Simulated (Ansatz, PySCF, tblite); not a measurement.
How GFN2-xTB and CCSD(T) compare on the energy range of the profile of scans of the kind 'symmetric bend, bond length relaxed'.

Values in kJ/mol, from Ansatz (a program for electronic structure) and PySCF and tblite. Where two bases are given, the first is that of GFN2-xTB. CCSD(T) is a level with its own limits. Scans on which GFN2-xTB failed or broke off at a jump of its own curve are missing, so the means are lower bounds.

```json
[
 {"system": "Ga2O singlet", "basis": "— / aug-cc-pVQZ", "GFN2-xTB": "186.2", "CCSD(T)": "137.8", "GFN2-xTB − CCSD(T)": "48.4"},
 {"system": "Al2O singlet", "basis": "— / aug-cc-pVQZ", "GFN2-xTB": "153.0", "CCSD(T)": "168.6", "GFN2-xTB − CCSD(T)": "-15.5"},
 {"system": "BaF2 singlet", "basis": "— / def2-TZVP", "GFN2-xTB": "53.1", "CCSD(T)": "45.2", "GFN2-xTB − CCSD(T)": "7.9"},
 {"system": "H2O singlet", "basis": "— / cc-pVTZ", "GFN2-xTB": "153.5", "CCSD(T)": "145.8", "GFN2-xTB − CCSD(T)": "7.7"},
 {"system": "H2B anion singlet", "basis": "— / aug-cc-pVDZ", "GFN2-xTB": "239.0", "CCSD(T)": "100.2", "GFN2-xTB − CCSD(T)": "138.8"},
 {"system": "AlF2 doublet", "basis": "— / cc-pVTZ", "GFN2-xTB": "87.2", "CCSD(T)": "112.1", "GFN2-xTB − CCSD(T)": "-24.9"},
 {"system": "O2Si singlet", "basis": "— / cc-pVTZ", "GFN2-xTB": "573.0", "CCSD(T)": "487.4", "GFN2-xTB − CCSD(T)": "85.6"},
 {"system": "Cl3 anion singlet", "basis": "— / aug-cc-pVDZ", "GFN2-xTB": "165.8", "CCSD(T)": "185.0", "GFN2-xTB − CCSD(T)": "-19.2"},
 {"system": "BeF2 singlet", "basis": "— / cc-pVTZ", "GFN2-xTB": "153.0", "CCSD(T)": "283.7", "GFN2-xTB − CCSD(T)": "-130.7"},
 {"system": "O2Ti singlet", "basis": "— / def2-TZVP", "GFN2-xTB": "121.9", "CCSD(T)": "167.2", "GFN2-xTB − CCSD(T)": "-45.3"}
]
```

What do these rows say about the size and sign of the difference from CCSD(T)?

The mean difference from CCSD(T) is 5.3 kJ/mol (median -3.9) and the mean absolute one 52.4 kJ/mol (median 35.1); GFN2-xTB lies above in 5 and below in 5 of 10 cases. It is closest for H2O singlet (7.7), BaF2 singlet (7.9), Al2O singlet (-15.5) and furthest off for H2B anion singlet (138.8), BeF2 singlet (-130.7), O2Si singlet (85.6).
